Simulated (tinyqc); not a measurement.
Extended Hueckel theory, for CH2-, step by step. The parameters take no account of the charge, which enters only through the electron count, and nothing here shows that the anion is bound. One step of it, computed by the program tinyqc.

Question. Wolfsberg-Helmholz matrix. H_ij = K' S_ij (H_ii + H_jj)/2 for i != j (the diagonal keeps H_ii), with K' = 1.75.

overlap S, lower triangle:
```
           1C 2s    1C 2px     1C 2py    1C 2pz     2H 1s     3H 1s
1C 2s   1.000000
1C 2px  0.000000  1.000000
1C 2py  0.000000  0.000000   1.000000
1C 2pz  0.000000  0.000000   0.000000  1.000000
2H 1s   0.486343  0.000000   0.413428  0.258780  1.000000
3H 1s   0.486343  0.000000  -0.413428  0.258780  0.128560  1.000000
```

diagonal H_ii (eV): 1C 2s -21.400000, 1C 2px -11.400000, 1C 2py -11.400000, 1C 2pz -11.400000, 2H 1s -13.600000, 3H 1s -13.600000

K = 1.750000

Give: H.

Answer.

H (eV), lower triangle:
```
           1C 2s    1C 2px    1C 2py    1C 2pz     2H 1s     3H 1s
1C 2s   -21.4000
1C 2px    0.0000  -11.4000
1C 2py    0.0000    0.0000  -11.4000
1C 2pz    0.0000    0.0000    0.0000  -11.4000
2H 1s   -14.8942    0.0000   -9.0437   -5.6608  -13.6000
3H 1s   -14.8942    0.0000    9.0437   -5.6608   -3.0597  -13.6000
```
